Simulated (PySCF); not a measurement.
Working out the electron affinity of Al

Al⁻ [Ne] 3s2 3p2 (3P) → Al [Ne] 3s2 3p1 (2P). All numbers are calculated (PySCF 2.14, the spin-free X2C one-electron Hamiltonian (Gaussian nucleus), in aug-cc-pCVTZ-DK with one added diffuse shell each of s, p, d, f type (9s8p6d4f, 91 functions)). Frozen: nothing. Energies in hartree (1 hartree = 27.21139 eV):

```
             part  Al⁻ (lower)   Al (upper)
              UHF  -242.315021  -242.314587
MP2 opposite-spin    -0.267842    -0.262522
    MP2 same-spin    -0.094786    -0.087766
```

**Question.** What does Hartree-Fock give?

**Answer.** (-242.314587) − (-242.315021) = 0.000434 hartree = 0.012 eV.

**Question.** What do MP2 and SCS-MP2 (6/5 opposite-spin, 1/3 same-spin) give?

**Answer.** The opposite-spin parts differ by 0.145 eV and the same-spin parts by 0.191 eV. MP2: 0.012 + (0.145) + (0.191) = 0.348 eV. SCS-MP2: 0.012 + 1.2 × (0.145) + (0.191)/3 = 0.250 eV.

A first-order spin-orbit estimate adds -0.003 eV to MP2 (all electrons), giving 0.345 eV against 0.433 eV (measured; photodetachment measurements, as compiled on the Wikipedia data page of electron affinities).

What remains against the reference includes basis incompleteness and correlation beyond second order.
